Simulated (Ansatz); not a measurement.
in.yaml

```yaml
crystal:
  periodic: [false, false, false]
  atoms:
    - {symbol: S, position_ang: [0.000000, -0.060221, -0.005477]}
    - {symbol: H, position_ang: [0.000000, 0.868930, -0.972679]}
    - {symbol: H, position_ang: [0.000000, 1.046835, 1.146925]}
basis:
  gaussian: {orbitals: 6-31G}
magnetization: {spin_polarized: false}
hamiltonian: {xc: {name: PBE}}
correlation: {method: ccsdt, electrons: outside_noble_gas}
scf: {omitted_lower_state_checks: [cluster_reference]}
```

```sh
$ ansatz run in.yaml --threads 1 --pin off --events-out ev --progress --plain --max-ram 2393MiB
```

(1) Roughly how long does this take on 1 thread of Arm Neoverse V2, shared host, and how much host memory?

```
these checks for a lower state are left out or cut short: cluster_reference
333 factors; integrals over basis functions are off by at most 8.7e-8 eV
mean field evaluation 1: about -10860.6609 eV, gradient 1.3e1 eV
mean field evaluation 2: about -10860.6539 eV, gradient 1.3e1 eV
mean field evaluation 4: about -10861.2745 eV, gradient 7.7e-1 eV
mean field evaluation 8: about -10861.2779 eV, gradient 2.7e-3 eV
mean field -10861.27789020 eV, -399.1446004265 hartree, gradient 2.8e-6 eV, S^2 0.000000; 0 other end points of the search recorded, 0 dependent functions left out
5 core orbitals not correlated: weight in the atoms' cores, before any rotation towards them, 1.000 or more for the frozen orbitals, at most 0.000 for the correlated occupied ones
reference -10846.52027968 eV, -398.6022682427 hartree; 4, 4 occupied and 8, 8 virtual orbitals, 333 factors
second order -1.76496034 eV of doubles, -0.08273804 eV of singles
cycle   1  -2.15638097 eV  change   -3.1e-1 eV  update   4.9e-2
cycle   2  -2.32362185 eV  change   -1.7e-1 eV  update   2.0e-2
cycle   3  -2.33212528 eV  change   -8.5e-3 eV  update   3.7e-3
cycle   4  -2.33265075 eV  change   -5.3e-4 eV  update   1.2e-3
cycle   5  -2.33246947 eV  change    1.8e-4 eV  update   3.6e-4
cycle   6  -2.33250203 eV  change   -3.3e-5 eV  update   9.0e-5
cycle   7  -2.33252699 eV  change   -2.5e-5 eV  update   2.9e-5
cycle   8  -2.33252258 eV  change    4.4e-6 eV  update   6.7e-6
cycle   9  -2.33252076 eV  change    1.8e-6 eV  update   2.1e-6
cycle  10  -2.33252120 eV  change   -4.5e-7 eV  update   6.0e-7
Total energy: -10848.85280088 eV, -398.6879868159 hartree
Checks for a lower state left out: cluster_reference
```

Results:

(1) 0.36 s wall and 0.14 GiB.
